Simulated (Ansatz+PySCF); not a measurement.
The numbers below are computed, except where a source is named.
This Ansatz input gave a total energy of -40.32562 hartree.

```yaml
crystal:
  periodic: [false, false, false]
  atoms:
    - { symbol: C, position_ang: [0.03056, 0.00431, -0.03933] }
    - { symbol: H, position_ang: [0.66074, 0.61981, 0.67378] }
    - { symbol: H, position_ang: [0.68276, -0.63754, -0.64442] }
    - { symbol: H, position_ang: [-0.59546, 0.61695, -0.60705] }
    - { symbol: H, position_ang: [-0.67409, -0.62323, 0.60613] }
basis:
  gaussian: { orbitals: def2-SVP }
hamiltonian:
  xc: hf
correlation:
  method: mp2
  frozen_orbitals: { C: 1, H: 0 }
scf:
  omitted_lower_state_checks: [stability, starts, atomic_configurations, cluster_reference, orbital_swaps, given_window_search, neighbouring_geometries, increment]
```

Problem. Write an input for PySCF with the same method and basis set.

Solution.

```python
from pyscf import gto, scf, mp

mol = gto.M(atom="""
C 0.030560 0.004310 -0.039330
H 0.660740 0.619810 0.673780
H 0.682760 -0.637540 -0.644420
H -0.595460 0.616950 -0.607050
H -0.674090 -0.623230 0.606130
""", basis='def2-svp', charge=0, spin=0)
mf = scf.RHF(mol)
mf.kernel()
pt = mp.MP2(mf, frozen=1).run()
print(mf.e_tot, pt.e_corr, pt.e_tot)
```

PySCF 2.14.0 gave -40.32562 hartree, 0.03 meV from the first.
